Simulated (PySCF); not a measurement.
Species: BH4 (charge -1).
InChI=1S/BH4/h1H4/q-1

The closed-shell ground state was solved at several levels (PySCF, density fitting, gas phase, non-relativistic). Isolated species at its PBE0-D3(BJ)/def2-SVP geometry, gas phase. The geometry's basis has no diffuse functions, a weakness for an anion. No diffuse functions stand in 6-31G, cc-pVTZ, def2-TZVP, pcSseg-0, pcSseg-1 and pcSseg-2, which bears on an anion's orbital energies.

```tsv
level	basis functions	total energy (Eh)	HOMO (eV)	LUMO (eV)	gap (eV)
PBE0/pcSseg-0	17	-27.1431	-1.72	10.44	12.16
PBE0/IGLO-III	75	-27.2184	-1.96	5.84	7.80
wB97X-D/pcSseg-1	37	-27.2431	-3.77	9.91	13.68
PBE0/aug-cc-pVDZ	59	-27.2068	-1.96	3.70	5.66
PBE0/def2-TZVP	55	-27.2153	-1.88	6.88	8.76
PBE0/cc-pVTZ	86	-27.2149	-1.83	8.16	9.99
HF/pcSseg-2	92	-26.9866	-5.17	8.74	13.91
KT2/pcSseg-1	37	-27.7305	-0.48	7.39	7.87
PBE0/6-31G	17	-27.1841	-1.22	11.36	12.58
PBE0/pcSseg-1	37	-27.2013	-1.80	8.24	10.04
PBE0/pcSseg-2	92	-27.2175	-1.95	6.69	8.64
CAM-B3LYP/pcSseg-1	37	-27.2268	-3.24	9.14	12.38
```

**Question.** What might PBE0/6-311+G(2d,p) (51 basis functions) give for the same quantities?

**Answer.** Total energy -27.2148 Eh, HOMO -1.97 eV, LUMO 4.77 eV, gap 6.74 eV.

**Question.** Over all these levels, which gives the widest orbital gap and which the narrowest?

**Answer.** HF/pcSseg-2 (Hartree–Fock, all exact exchange) has the widest, 13.91 eV, and PBE0/aug-cc-pVDZ (global hybrid, 25 % exact exchange) the narrowest, 5.66 eV. Functional and basis both differ between the two, so the spread mixes both effects.

**Question.** How much does the basis alone move the frontier levels among the 9 PBE0 rows (the withheld one included)?

**Answer.** The HOMO by 0.75 eV and the LUMO by 7.66 eV. By rising basis size (HOMO, LUMO in eV): pcSseg-0 -1.72, 10.44; 6-31G -1.22, 11.36; pcSseg-1 -1.80, 8.24; 6-311+G(2d,p) -1.97, 4.77; def2-TZVP -1.88, 6.88; aug-cc-pVDZ -1.96, 3.70; IGLO-III -1.96, 5.84; cc-pVTZ -1.83, 8.16; pcSseg-2 -1.95, 6.69.

wB97X-D is run here without its empirical dispersion term; that term would change no orbital, density or response property at a fixed geometry.
